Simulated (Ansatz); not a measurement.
Scan of SiH$_{4}$, singlet

Starting geometry (PBE0/def2-TZVP stationary point for this spin, not checked as a minimum):

```xyz
5

Si    0.0000    0.0000    0.0000
H     0.8558    0.8587    0.8568
H    -0.8596   -0.8544    0.8574
H    -0.8547    0.8555   -0.8611
H     0.8584   -0.8599   -0.8531
```

From there H5 moves along the line of the two atoms named below, all else staying in place; atoms are numbered as listed. Energies are in eV, counted from the starting geometry at the same level. Kohn–Sham curves are unrestricted where that lies lower, except RKS.

Basis cc-pVDZ; Ansatz 0.2.0. Only valence electrons are correlated (noble-gas cores frozen). Prefix R: restricted or restricted open-shell reference.

Unrestricted Kohn–Sham rows aren't spin-pure: their determinants' ⟨S²⟩ exceeds S(S+1) by up to 1.00, so they mix in states of higher spin. A value is left out where its run failed or describes another state than the reference as far as symmetry and spin tell, or, spin-broken singlets apart, can't be checked.

In so small a basis the reference is far from its limit while semilocal and hybrid functionals are nearer theirs (RPA and double hybrids share much of the reference's basis error), so the functionals' errors here hold much of the reference's basis and frozen-core error, which can add to them or hide them.

Full CI isn't at hand for all of this; RCCSDT(Q) serves as the reference, and is uncertain by about the last step of the cluster series.

```tsv
distance Si1-H5 (Å)	RCCSDT(Q)	PBE	r2SCAN	PBE0	B3LYP	r2SCAN0	BHLYP	wB97M-V	B2PLYP	RKS PBE0	RPA-PBE
1.165	1.587	1.653	1.599	1.619	1.574	1.578	1.539	1.553	1.565	1.619	1.601
1.360	0.189	0.221	0.197	0.203	0.193	0.186	0.173	0.182	0.185	0.203	0.196
1.485	0.000	0.000	0.000	0.000	0.000	0.000	0.000	0.000	0.000	0.000	0.000
1.610	0.108	0.072	0.097	0.095	0.098	0.111	0.123	0.112	0.111	0.095	0.099
1.805	0.583	0.495	0.558	0.560	0.558	0.599	0.628	0.596	0.594	0.560	0.563
2.075	1.442	1.309	1.422	1.439	1.418	1.506	1.561	1.498	1.489	1.439	1.421
2.403	–	2.296	2.463	2.513	2.457	2.605	2.693	2.601	2.616	2.513	2.420
2.694	3.047	3.043	3.131	3.256	3.204	3.199	3.362	3.422	3.347	3.340	3.134
3.232	–	3.706	3.654	3.772	3.813	3.687	3.864	4.009	3.840	4.491	3.886
4.080	–	3.879	3.884	3.910	4.020	3.897	4.032	4.163	3.988	5.527	3.956
4.996	–	3.898	3.923	3.925	4.048	3.933	4.057	4.174	4.008	6.026	3.958
```
